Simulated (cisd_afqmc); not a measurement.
Input (AFQMC/CISD/cc-pV(Q+d)Z; cisd_afqmc is a phaseless AFQMC code with CISD trial states that reads the integrals written by Ansatz): A basis named .json is the Basis Set Exchange file of that set.

Ansatz 0.2 input:
```python
import cisd_afqmc

open("ham.yaml", "w").write("""\
crystal:
  periodic: [false, false, false]
  atoms:
    - {symbol: B, position_ang: [-0.00000000, -0.00000000, 0.00000000]}
    - {symbol: Cl, position_ang: [0.00508444, 1.74500655, -0.02473757]}
    - {symbol: Cl, position_ang: [1.50850421, -0.87734968, -0.01892724]}
    - {symbol: Cl, position_ang: [-1.51358865, -0.86765687, 0.04366481]}
basis:
  gaussian:
    orbitals: cc-pV_Q+d_Z.json
magnetization: {spin_polarized: false}
correlation: {method: ccsd, electrons: outside_noble_gas, hamiltonian_folder: ham}
""")
rep = cisd_afqmc.ansatz("ham.yaml")
e_ccsd = rep["correlation"]["coupled_cluster"]["energy"]["hartree"]
out = cisd_afqmc.run("ham", e_ccsd, trial="CISD", walkers=2000, populations=1, threads=12, dt=0.005, steps=40, early=24, settle=10, least=100,
    cut=5e-5, rank_cut=2e-4, target=0.0004, seconds=1500, seed=4, memory=62639, gpu=True)
```

Output:

```
orbitals 231, occupied [12], factors 1363 of 1529, rank of the doubles 824 of 2628
E(HF) = -1403.389979
E(CCSD) on the cut factors = -1404.154078, shift to the whole factors -0.000008
Energy of the trial state on the determinant = -1404.154108
  tau behind 7.2 of longer steps, mean of the populations' last blocks
   2.0  -1404.19613
   4.0  -1404.19556
   6.0  -1404.19671
   8.0  -1404.19424
  10.0  -1404.19644
  12.0  -1404.19388
  14.0  -1404.19407
  16.0  -1404.19096
  18.0  -1404.19502
  20.0  -1404.19561
  22.0  -1404.19560
  24.0  -1404.19438
  26.0  -1404.19866
  28.0  -1404.19779
  30.0  -1404.19600
  32.0  -1404.19674
  34.0  -1404.19768
  36.0  -1404.19600
  38.0  -1404.19503
blocks 184 (0 outliers left out), error by blocks joined: 1: 0.00018, 2: 0.00023, 4: 0.00031, 8: 0.00040
E(AFQMC/CISD) = -1404.19555 +/- 0.00040
```

The error still grows at the longest joins of blocks, or few joins were possible, so the printed bar may be too narrow.
